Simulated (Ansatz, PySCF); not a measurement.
Species: HO, charge -1, multiplicity 1. Whether it binds its extra electron was not tested at this geometry. 
Coordinates optimised at B3LYP-D3(BJ)/def2-TZVP (Ansatz, a quantum-chemistry and plane-wave program):
```
O
H 1 0.9702
```
Charge -1, spin multiplicity 1.

Total electronic energies in hartree. Cores are frozen in the correlated levels unless marked. Spin-orbit coupling is left out. No relativistic terms. CBS(X,Y): correlation extrapolated as X^-3; Hartree-Fock from the larger set. [CCSD(T)-MP2]/basis is that difference in the basis named.

```json
[
 {"level": "HF/aug-cc-pVDZ", "program": "Ansatz", "energy (Eh)": "-75.39564"},
 {"level": "HF/def2-SVP", "program": "Ansatz", "energy (Eh)": "-75.26760"},
 {"level": "HF-D3(BJ)/def2-TZVPD", "program": "PySCF + dftd3", "energy (Eh)": "-75.41559"},
 {"level": "RI-HF/cc-pVTZ", "program": "Ansatz", "energy (Eh)": "-75.38259"},
 {"level": "BLYP-D4/def2-TZVPD", "program": "Ansatz + dftd4", "energy (Eh)": "-75.83002"},
 {"level": "revPBE/def2-TZVPD", "program": "Ansatz", "energy (Eh)": "-75.81424"},
 {"level": "BP86-D3(BJ)/def2-TZVPD", "program": "PySCF + dftd3", "energy (Eh)": "-75.84256"},
 {"level": "TPSS/def2-TZVPD", "program": "PySCF", "energy (Eh)": "-75.83846"},
 {"level": "BHLYP/def2-TZVPD", "program": "Ansatz", "energy (Eh)": "-75.78511"},
 {"level": "r2SCANh-D4/def2-TZVPD", "program": "Ansatz + dftd4", "energy (Eh)": "-75.78433"},
 {"level": "CAM-B3LYP/def2-TZVPD", "program": "Ansatz", "energy (Eh)": "-75.81106"},
 {"level": "LC-wPBE-D3(BJ)/def2-TZVPD", "program": "Ansatz + dftd3", "energy (Eh)": "-75.78882"},
 {"level": "MP2/STO-3G", "program": "Ansatz", "energy (Eh)": "-74.07399"},
 {"level": "MP2/def2-TZVPPD", "program": "Ansatz", "energy (Eh)": "-75.69933"},
 {"level": "RI-MP2/def2-QZVPP", "program": "Ansatz", "energy (Eh)": "-75.70883"},
 {"level": "SCS-MP2/6-31G*", "program": "Ansatz", "energy (Eh)": "-75.50760"},
 {"level": "SCS-MP2/aug-cc-pVQZ", "program": "Ansatz", "energy (Eh)": "-75.72015"},
 {"level": "CCSD/def2-SVPD", "program": "Ansatz", "energy (Eh)": "-75.56375"},
 {"level": "CCSD/aug-cc-pVQZ", "program": "Ansatz", "energy (Eh)": "-75.71691"},
 {"level": "CCSD(T)/cc-pVDZ", "program": "Ansatz", "energy (Eh)": "-75.53528"},
 {"level": "CCSDT/cc-pVDZ", "program": "Ansatz", "energy (Eh)": "-75.53541"},
 {"level": "RI-MP2/CBS(aug-cc-pVTZ,aug-cc-pVQZ)+[CCSD(T)-MP2]/aug-cc-pVQZ", "program": "Ansatz", "energy (Eh)": "-75.7432"},
 {"level": "CCSD(T)/CBS(aug-cc-pVTZ,aug-cc-pVQZ)", "program": "Ansatz", "energy (Eh)": "-75.7421"}
]
```

Totals of different functionals don't rank their quality; only differences between species are comparable.
